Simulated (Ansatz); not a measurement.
Compare A (`C=CC=C(F)F`) with its isomer B (`FC1(F)C=CC1`).

Computed with Ansatz on PBE0-D4/def2-TZVP structures; ΔE is electronic, products minus reactants. CBS: MP2 limit from def2 TZ/QZ plus the TZ coupled-cluster correction, frozen cores. DFT in def2-TZVPP. B3LYP here is the variant with VWN-RPA as its local correlation; programs differ in this. One conformer a species, not always the lowest.

A:

```xyz
10

C    -0.8215    1.5817   -0.5810
C    -0.4213    0.5817    0.2029
C     0.3965   -0.5196   -0.2508
C     0.7909   -1.5117    0.5342
F     1.5329   -2.5217    0.1454
F     0.5006   -1.6318    1.8093
H    -0.5487    1.6259   -1.6301
H    -1.4344    2.3862   -0.1951
H    -0.7150    0.5730    1.2484
H     0.7198   -0.5637   -1.2833
```

B:

```xyz
10

F    -1.223    1.462    0.706
C    -0.075    0.795    0.434
F     0.935    1.643    0.746
C     0.031   -0.593    0.997
C     0.099   -1.134   -0.219
C     0.004    0.173   -0.979
H     0.044   -0.972    2.010
H     0.192   -2.156   -0.566
H     0.888    0.466   -1.548
H    -0.896    0.316   -1.581
```

Q: Which is lower in electronic energy at CCSD(T)/CBS, and by how much? (Best estimate.)

A: Computed: A, by 13.0 kJ/mol.

Q: Give E(B) − E(A) in kJ/mol with CCSD(T)/def2-SVP, CCSD/def2-TZVPP, MP2/def2-TZVPP, PBE-D4, LDA (SPW92), HF/def2-TZVPP, B3LYP-D4. (Estimate.)

A: Computed: CCSD(T)/def2-SVP 20.5, CCSD/def2-TZVPP 14.2, MP2/def2-TZVPP 11.8, PBE-D4 26.9, LDA (SPW92) 15.1, HF/def2-TZVPP 23.6, B3LYP-D4 36.5. None reverses the order clearly.

Q: Does the order hold for the free energy at 298.15 K (harmonic terms from PBE0-D4)? (An estimate is asked.)

A: Ansatz gave: Yes: G(B) − G(A) = +18.6 kJ/mol, for one conformer each.

Largest T1 diagnostic: 0.012.

In def2-TZVPP, CCSD(T) changes the Hartree–Fock value by −7.2 kJ/mol (the triples alone add +2.2 kJ/mol) and MP2 by −11.7 kJ/mol. From BLYP to BHLYP (50 % exact exchange), in def2-TZVPP and without D4, E(B) − E(A) moves by −25.1 kJ/mol.
